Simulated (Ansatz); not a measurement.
# AlSiH (triplet): RPA-PBE over a scan of the distance Si1–Al2, 6-31G

Aim: run AlSiH (triplet) with these functionals over a scan of the distance Si1–Al2, and hold them against the top wave-function level at the same points.

Program: Ansatz 0.2.0, Gaussian basis. Level of theory: 6-31G, all electrons in the functionals, frozen cores in the correlation of double hybrids and RPA. These are calculated values, not measurements.

To be run: RPA-PBE, at 1.890 Å; 2.106 Å; 2.333 Å; 2.557 Å; 2.847 Å; 3.233 Å; 3.724 Å; 4.372 Å; 5.052 Å; 6.404 Å; 7.962 Å.

17 further runs of the same task are left out: 13 that didn't finish, 4 set aside as unsound or not needed.

### 1 The system

The geometry derives from a PBE0/def2-TZVP stationary point (not a proven minimum). One bond is set to the value named and the two fragments are kept rigid.

3 atoms, charge 0, spin multiplicity 3.

Atoms are counted from 1 here; the program's logs count them from 0.

Bond lengths: Si1–Al2 2.333 Å, Al2–H3 1.599 Å. Angles: Si1–Al2–H3 180.0°.

No dispersion term is added.

The geometry shown and the zero of energy belong to the point 2.333 Å. The yardstick, FCI, and other wave-function levels (R restricted, U unrestricted, valence and pair active spaces) come from earlier runs.

### 2 RPA-PBE, 1.890 Å

in.yaml reads:

```yaml
crystal:
  periodic: [false, false, false]
  atoms:
    - {symbol: Si, position_ang: [0.000000, 0.000000, 1.792955]}
    - {symbol: Al, position_ang: [0.000000, 0.000000, -0.097045]}
    - {symbol: H, position_ang: [0.000000, 0.000000, -1.695911]}
basis:
  gaussian: {orbitals: 6-31G}
magnetization: {spin_polarized: true, initial_magnetization: 2}
hamiltonian: {xc: {name: PBE}}
correlation: {method: rpa, electrons: outside_noble_gas}
```

The run is started by

```sh
> ansatz run in.yaml --threads 1 --pin off --events-out ev --progress --plain --max-ram 2393MiB
```

Further steps of the session: RPA-PBE, 2.106 Å; RPA-PBE, 2.333 Å; RPA-PBE, 2.557 Å; RPA-PBE, 2.847 Å; RPA-PBE, 3.233 Å; RPA-PBE, 3.724 Å; RPA-PBE, 4.372 Å; RPA-PBE, 5.052 Å; RPA-PBE, 6.404 Å; RPA-PBE, 7.962 Å.

**Question.** What will the summary of the whole plan be? Wanted: span of the FCI curve; largest miss, RPA-PBE.

The runs gave:

| quantity | value |
| --- | --- |
| span of the FCI curve | 260.3 kJ/mol |
| largest miss, RPA-PBE | -31.7 kJ/mol (7.962 Å) |

What this shows: RPA-PBE strays by up to 31.7 kJ/mol, at 7.962 Å. Functionals and the yardstick converge differently with the basis, so part of each miss in 6-31G is the basis.
